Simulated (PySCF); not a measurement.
Gas-phase reaction: SiCl3 + 3 SiH2Cl = 2 H3SiSiCl3

Method: PySCF energies (xtb for GFN2) plus ideal-gas RRHO corrections (1 bar). † marks an energy on the PBE0/def2-TZVP geometry and frequencies; other levels use their own. CCSD(T) freezes the core. Open shells (unrestricted): SiCl3 (multiplicity 2), SiH2Cl (multiplicity 2); the rest are closed-shell singlets. GFN2 has no spin-polarisation term. SiH2Cl, H3SiSiCl3: computed as isolated molecules; such fragments, hydroxides, amides, oligomers or adducts are transient or little studied in the gas. CCSD(T) isn't extrapolated to the basis-set limit. The harmonic model lacks anharmonicity and excited electronic states, which grow with temperature; levels with a mode under 35 cm⁻¹ are left out. Internal rotation in H3SiSiCl3 is treated as a harmonic vibration of one conformer, which makes the entropy rough.

ΔH° and ΔS° at 298 K: BLYP/def2-TZVP† -560 kJ, -353 J/K; CCSD(T)/def2-SVP† -628 kJ, -353 J/K; GFN2-xTB -576 kJ, -327 J/K.

Problem. With the heat capacities included, give log10 K (1 bar) at 500, 600, 1000, 1600, 2500 K from BLYP/def2-TZVP†, CCSD(T)/def2-SVP†, GFN2-xTB.

Solution. 
```
T (K)  BLYP/def2-TZVP†  CCSD(T)/def2-SVP†  GFN2-xTB
-----  ---------------  -----------------  --------
500               40.2               47.3      43.2
600               30.6               36.5      33.3
1000              11.5               15.1      13.7
1600               1.1                3.3       3.0
2500              -4.9               -3.5      -3.2
```
